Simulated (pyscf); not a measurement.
This saddle point was located with ωB97X-D3(BJ)/def2-SVP in PySCF.

```xyz
11

Sn    -0.0738    -0.4329    -0.4478
Sn    -1.9860     1.7461    -0.6749
H     -0.2359     2.4144    -1.2614
H      0.4402    -1.4510    -1.7534
H      0.7149    -1.1463     0.9101
H     -1.9424     2.7624     0.7045
H     -3.2768     0.6225    -0.3052
H     -2.6072     2.4598    -2.1154
O      1.5142     1.0591    -0.8097
H      0.8553     1.8491    -1.0438
H      2.0722     0.9174    -1.5868
```
Charge 0, spin multiplicity 1.

Surface: singlet, charge 0. Lowest wavenumbers (cm⁻¹): 328i, 89, 109, 188, 230.

Name the species on either side of this saddle.

SnH₂ [singlet] + SnH₄ + water (H₂O) ⇌ HO–SnH₂–SnH₃ + hydrogen (H₂), a multi-bond step read from left to right: H–Sn, H–O broken and Sn–Sn, O–Sn, H–H formed. At ωB97M-D3(BJ)/def2-TZVP it lies +34.9 kJ/mol from the left side and +157.3 kJ/mol from the right (each side as separated species at their lowest minima found). On the reactant side the descent ends in an adduct with a O–Sn contact (not fully relaxed), 84.6 kJ/mol under the separated species and 76.9 kJ/mol under the saddle at ωB97X-D3(BJ)/def2-TZVP. What is counted as formed (O–Sn) is already present as a longer contact in the reactant adduct; forming that adduct is a step of its own. At ωB97X-D3(BJ) the barrier from the zero used here is -7.7 kJ/mol. One saddle was located; it need not be the lowest between these sides. Elements past Kr carry the def2 core potentials, without spin-orbit coupling.
